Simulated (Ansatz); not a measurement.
## Ge2⁺, doublet: reading a ladder of total energies

Geometry: a PBE0/def2-TZVP stationary point for this spin. The quartet lies 0.6 eV lower here.

```xyz
2

Ge    0.0000    0.0000    0.0000
Ge    0.0000    0.0000    2.4906
```

Basis cc-pVDZ; Ansatz 0.2.0. Correlated methods freeze the noble-gas cores and the filled d shells of p-block atoms, which leaves 7 electrons in 26 orbitals. R marks a restricted (for open shells ROHF) determinant. No spin–orbit coupling is included, and no scalar relativity.

Full CI is exact within this basis and frozen core; it isn't the basis-set limit.

Runs differ by some tens of microhartree through their thresholds and, for an open shell, their frozen cores, so steps under 0.03 kcal/mol mean nothing.

| level | total energy (hartree) |
| --- | --- |
| RHF | -4150.354087 |
| RMP2 | -4150.456736 |
| RCCSD | -4150.489472 |
| RCCSD(T) | -4150.494159 |
| RCCSDT | -4150.495677 |
| RCCSDT(Q) | -4150.496058 |
| full CI | -4150.496197 |

Task: What is the correlation energy at full CI, and what share of it do RMP2 and RCCSDT recover?

Result: E(corr) = -4150.496197 − (-4150.354087) = -0.142110 hartree = -3.867 eV. RMP2: -0.102649 / -0.142110 = 72.23 %. RCCSDT: -0.141590 / -0.142110 = 99.63 %.

Task: By how many kcal/mol does RCCSD(T) miss full CI (1 hartree = 627.509 kcal/mol), and which steps make up the rest?

Result: -4150.494159 − (-4150.496197) = 0.002038 hartree = 1.28 kcal/mol. Steps: RCCSDT − RCCSD(T) = -0.95, RCCSDT(Q) − RCCSDT = -0.24, full CI − RCCSDT(Q) = -0.09 kcal/mol. Differences between like states or geometries often cancel part of this.
